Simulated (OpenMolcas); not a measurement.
# doublet BN+ at 6 levels

Wanted: a comparison of 6 runs (UHF/3-21G, UHF/cc-pVTZ, UB3LYP/6-31G*, U-revPBE/cc-pVTZ, UPBE0/cc-pVTZ) of doublet BN+. 

The results are computed with OpenMolcas 26.06.

3 further runs of the same task are left out: 1 that didn't finish, 2 set aside as unsound or not needed.

**1. The structure to begin with**

BN+ has 2 atoms, charge +1, and is taken as a doublet. SMILES of the parent species: `B#N`. Geometry: relaxed at PBE0-D4/def2-TZVP. That shape belongs to the parent species and isn't relaxed for this state.

Bond lengths: B1–N2 1.315 Å.

**2. A single-point energy at UHF/3-21G (run 1)**

calc.input reads:

```
&GATEWAY
BASLIB=$CurrDir
COORD
2
angstrom
B        0.000000       0.000000      -0.023520
N        0.000000       0.000000       1.291950
BASIS=3-21G
GROUP=NoSym
&SEWARD
&SCF
UHF
CHARGE=1
SPIN=2
THRESHOLDS=1e-10 1e-07 1e-07 1e-05
PRORBITALS=1 1
```

The basis set 3-21G is read from a file made from the Basis Set Exchange's data (not shown).

The run is started by

```sh
$ export MOLCAS_MEM=1860
$ pymolcas calc.input > calc.log
```

Log:

```text
--- Start Module: gateway ---
[...]
--- Stop Module: gateway /rc=_RC_ALL_IS_WELL_ ---
--- Start Module: seward ---
[...]
      Basis functions           18
--- Stop Module: seward /rc=_RC_ALL_IS_WELL_ ---
--- Start Module: scf ---
[...]
       Convergence after  30 Iterations
[...]
::    Total SCF energy                                -78.1597530291
[...]
      Total spin, S                                     0.9646370029
[...]
      Total electronic charge=   11.000000
      Total            charge=    1.000000
[...]
      Dipole Moment (debye):
      Origin of the operator (angstrom)=    0.0000    0.0000    0.7129
                   X=  5.5089E-16               Y=  2.0558E-16               Z= -1.4079E+00           Total=  1.4079E+00
      Center of Charge (angstrom)
[...]
--- Stop Module: scf /rc=_RC_ALL_IS_WELL_ ---
[...]
```

Wall time 2.2 s (1 thread of Arm Neoverse V1, shared host); peak memory 0.37 GiB.

**3. A single-point energy at UHF/cc-pVTZ (run 2)**

test.input reads:

```
* BN Hartree-Fock
&gateway
baslib=$CurrDir
coord
2
angstrom
B        0.000000       0.000000      -0.023520
N        0.000000       0.000000       1.291950
basis=cc-pVTZ
group=NoSym
&seward
&scf
uhf
charge=1
spin=2
thresholds=1e-10 1e-07 1e-07 1e-05
prorbitals=1 2
```

The basis set cc-pVTZ is read from a file made from the Basis Set Exchange's data (not shown).

The run is started by

```sh
$ export MOLCAS_MEM=1860
$ pymolcas test.input > test.log
```

Log:

```text
--- Start Module: gateway ---
[...]
--- Stop Module: gateway /rc=_RC_ALL_IS_WELL_ ---
--- Start Module: seward ---
[...]
      Basis functions           60
--- Stop Module: seward /rc=_RC_ALL_IS_WELL_ ---
--- Start Module: scf ---
[...]
       Convergence after  18 Iterations
[...]
::    Total SCF energy                                -78.6466986087
[...]
      Total spin, S                                     0.9172525369
[...]
      Total electronic charge=   11.000000
      Total            charge=    1.000000
[...]
      Dipole Moment (debye):
      Origin of the operator (angstrom)=    0.0000    0.0000    0.7129
                   X= -5.7240E-16               Y= -4.1555E-16               Z= -3.2290E+00           Total=  3.2290E+00
      Center of Charge (angstrom)
[...]
--- Stop Module: scf /rc=_RC_ALL_IS_WELL_ ---
[...]
```

Run time: 2.6 s. Hardware: 1 thread of Arm Neoverse V1, shared host; peak memory 0.39 GiB.

Runs 3 to 5 aren't shown in full; the table further down has their settings and results.

**4. The energy at UPBE0/cc-pVTZ (run 6)**

coord.xyz reads:

```xyz
2

B      0.000000     0.000000    -0.023520
N      0.000000     0.000000     1.291950
```

test.inp reads:

```
>>> EXPORT MOLCAS_PRINT=2
&GATEWAY
BasLib = $CurrDir
Coord = coord.xyz
Basis = cc-pVTZ
Group = NoSym
&SEWARD
GridInput
Grid=UltraFine
End of Grid
&SCF
UHF
Charge = 1
Spin = 2
KSDFT = PBE0
Thresholds = 1e-10 1e-07 1e-07 1e-05
PrOrbitals = 1 2
```

The basis set cc-pVTZ is read from a file made from the Basis Set Exchange's data (not shown).

The run is started by

```sh
$ export MOLCAS_MEM=1860
$ pymolcas test.inp > test.log
```

Log:

```text
--- Start Module: gateway ---
[...]
--- Stop Module: gateway /rc=_RC_ALL_IS_WELL_ ---
--- Start Module: seward ---
[...]
      Basis functions           60
--- Stop Module: seward /rc=_RC_ALL_IS_WELL_ ---
--- Start Module: scf ---
[...]
       Convergence after  29 Iterations
[...]
::    Total KS-DFT energy                             -78.8894338346
[...]
      Total spin, S                                     0.7669032735
[...]
      Total electronic charge=   11.000000
      Total            charge=    1.000000
[...]
      Dipole Moment (debye):
      Origin of the operator (angstrom)=    0.0000    0.0000    0.7129
                   X=  1.0440E-14               Y= -5.6323E-14               Z= -2.8810E+00           Total=  2.8810E+00
      Center of Charge (angstrom)
[...]
--- Stop Module: scf /rc=_RC_ALL_IS_WELL_ ---
[...]
```

Wall time 19 s (1 thread of Arm Neoverse V1, shared host); peak memory 0.39 GiB.

**5. The series**

```csv
run,level,integration grid,Cartesian functions,energy (Eh),HOMO energy (eV),LUMO energy (eV),⟨S²⟩,wall time
1,UHF/3-21G,–,no,-78.159753,-20.64,-9.57,1.895,2.2 s
2,UHF/cc-pVTZ,–,no,-78.646699,-22.30,-9.26,1.759,2.6 s
3,UB3LYP/6-31G* (spherical functions),UltraFine,no,-78.968748,-17.76,-15.38,1.242,9.6 s
4,UB3LYP/6-31G* (Cartesian functions),UltraFine,yes,-78.970509,-17.76,-15.39,1.238,9.9 s
5,U-revPBE/cc-pVTZ,UltraFine,no,-78.981843,-16.64,-16.23,1.110,20 s
6,UPBE0/cc-pVTZ,UltraFine,no,-78.889434,-18.07,-14.93,1.355,19 s
```

**6. Outcome**

| quantity | value |
| --- | --- |
| run 6: total energy | -78.88943 Eh |
| run 6: HOMO energy (highest over α and β) | -18.07 eV |
| run 6: LUMO energy (lowest over α and β) | -14.93 eV |
| run 6: ⟨S²⟩ | 1.355 |

In words: Totals of different functionals can't be ranked against each other. Spin contamination of the reference: run 1 ⟨S²⟩ = 1.90, run 2 ⟨S²⟩ = 1.76, run 6 ⟨S²⟩ = 1.36, run 3 ⟨S²⟩ = 1.24, run 4 ⟨S²⟩ = 1.24, run 5 ⟨S²⟩ = 1.11. Where it is this large, the reference is a mixture of spin states, and values that rest on it are in doubt. All runs together took 63 s, the longest 20 s.
